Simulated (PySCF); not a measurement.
Static response to an electric field

Phosphorous acid, H3O3P.
Numbering: `[OH:1][P:2]([OH:3])[OH:4]` (hydrogens: H5 on O1; H6 on O3; H7 on O4)

Cartesian coordinates in Å at the GFN2-xTB level; atoms count from 1:
```
atom  x, y, z in Å
O1     1.1108   -0.8206   -0.4107
P2     0.0914    0.0128    0.5535
O3     0.0806    1.4096   -0.2904
O4    -1.3070   -0.6027   -0.0199
H5     2.0354   -0.6243   -0.2721
H6    -0.4755    2.0919    0.0809
H7    -1.5324   -1.4620    0.3315
```

Level: PBE0/def2-SVPD (PySCF), static field, nuclei fixed, core orbitals frozen in the response. The polarisability tensor in these axes (au):

```
x   42.42 -0.03 -1.19
y   -0.03 42.62 -0.16
z   -1.19 -0.16 35.35
```

Task: Diagonalise the tensor; give its mean and Δα, where Δα² is half the sum of the squared differences of the eigenvalues.

Result: Principal values 35.16, 42.61 and 42.62 au; mean 40.13 au = 5.95 Å³ = 6.62 × 10⁻⁴⁰ C²·m²/J; Δα = 7.46 au (19 % of the mean).

Task: What is the dipole moment, and where does it point?

Result: (0.26, 0.04, 1.56) D, 1.59 D in size, pointing from the negative to the positive side. Measured along this direction, the outermost atoms are O4, O1 and O3 at the negative end and P2 at the positive end.

Task: Traceless (Buckingham) quadrupole moment about the centre of nuclear charge: eigenvalues?

Result: -9.11, 4.54, 4.56 D·Å. The values depend on the origin, since the dipole doesn't vanish. The electronic extent ⟨r²⟩ about the same centre is 307 bohr², a root-mean-square distance of 1.43 Å for the 42 electrons.

Task: Estimate the molar refractivity from the static electronic polarisability.

Result: Lorentz–Lorenz: R = (4π/3)N_A α = 2.5225 cm³/(mol·Å³) × 5.95 Å³ = 15.0 cm³/mol, in the limit of long wavelengths.

Task: Find the Langevin capture rate constant for NO+ (29.998 u) meeting this molecule (81.982 u), k = 2.342 × 10⁻⁹ cm³/s × √(α in Å³ / reduced mass in u).

Result: The reduced mass is 21.96 u, so k = 1.22 × 10⁻⁹ cm³/s. The formula leaves out the permanent dipole, which adds to the capture rate.

Task: Orientational against electronic polarisability at 400 K (dilute gas, rigid molecules)?

Result: In Gaussian units μ²/3kT = 15.19 Å³ against 5.95 Å³, a ratio of 2.55; the Debye molar polarisation (4π/3)N_A(α + μ²/3kT) is 53.3 cm³/mol, leaving out the vibrational part.

Task: What would n − 1 = 2πNα be for an ideal gas of these molecules at 500 K and 1 atm, electronic part alone?

Result: N = p/kT = 1.4678 × 10¹⁹ cm⁻³, so n − 1 = 2π × N × 5.95 × 10⁻²⁴ cm³ = 548 × 10⁻⁶ at long wavelengths, for an ideal gas.

One conformer (not necessarily the lowest) at the GFN2-xTB geometry, without solvent, vibrations or thermal averaging.

The run behind these numbers computed excited states as well. Time: 8.3 s (with the writing of density and orbital grids); peak memory 0.47 GiB. Hardware: one thread, Arm Neoverse V1 (aarch64), shared host.
